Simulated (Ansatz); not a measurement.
# SiCO (singlet): wave-function methods side by side at a displaced geometry (v2), cc-pVDZ

The task here is to estimate one member of a computed series from the others.

Computed with Ansatz 0.2.0, Gaussian basis. Level: cc-pVDZ, core rule «outside noble gas», up to 7 orbitals frozen.

Plan: UHF; CCSD(T) on RHF; CCSD(T) on UHF; BCCD(T) on RHF; CISD; CCSDT(Q) on RHF; CCSDT(Q) on UHF.

14 further runs of the same task are left out: 8 that didn't finish, 6 set aside as unsound or not needed.

### The geometry

The geometry is a PBE0/def2-TZVP stationary point (not a proven minimum) with its atoms shifted at random (size 0.100 Å).

3 atoms, charge 0, spin multiplicity 1.

Atoms are counted from 1 here; the program's logs count them from 0.

Bond lengths: C1–Si2 1.850 Å, Si2–O3 1.509 Å. Angles: C1–Si2–O3 171.8°.

Set-up of the first run:

The input, in.yaml:

```yaml
crystal:
  periodic: [false, false, false]
  atoms:
    - {symbol: C, position_ang: [0.084376, 0.005225, -1.730736]}
    - {symbol: Si, position_ang: [-0.080498, 0.013599, 0.112258]}
    - {symbol: O, position_ang: [-0.003878, -0.018825, 1.618478]}
basis:
  gaussian: {orbitals: cc-pVDZ}
magnetization: {spin_polarized: true, initial_magnetization: 0}
hamiltonian: {xc: hf}
output: {orbitals: {seedname: orbitals}}
```

Command:

```console
$ ansatz run in.yaml --threads 1 --pin off --events-out ev --progress --plain --max-ram 2393MiB
```

Steps of the session up to this table: UHF; CCSD(T) on RHF; CCSD(T) on UHF; BCCD(T) on RHF; CISD; CCSDT(Q) on RHF; CCSDT(Q) on UHF.

One table of the session follows, with a row left open; its other results are not shown here.

It belongs to the step «Misses and costs». 

| method | from RCCSDT(Q) (meV) |
| --- | --- |
| RHF | +11700.8 |
| UHF | +10437.6 |
| RMP2 | +1429.3 |
| UMP2 | +646.9 |
| CISD | +2128.0 |
| RCCSD | +807.8 |
| UCCSD | +66.3 |
| RCCSD(T) | ? |
| UCCSD(T) | -495.4 |
| BCCD(T) | +245.3 |
| RCCSDT | +152.5 |
| UCCSDT | -767.6 |
| RCCSDT(Q) | 0 |
| UCCSDT(Q) | -957.9 |

Estimate the missing values for RCCSD(T).

The run gave: from RCCSDT(Q) (meV): +254.0. In the column «from RCCSDT(Q) (meV)» it lies between BCCD(T) (+245.3) and UMP2 (+646.9).

The program flags UCCSD(T), UCCSDT(Q) as in doubt (see the logs), so those rows may rest on another solution; read them beside their warnings.

To keep in mind: The determinant is far from a pure spin state, so its energy mixes those of several spin states (harmless only where they are near-degenerate, as at dissociation). The program flags UCCSD(T), UCCSDT(Q) as in doubt, so those rows may rest on another solution; read them beside their warnings. Warnings: restricted reference is unstable; spin contamination; large T1 diagnostic. Restricted and unrestricted rows rest on different reference determinants; where their highest levels disagree by more than a few hundredths of an eV, they describe different states and don't form one ladder.
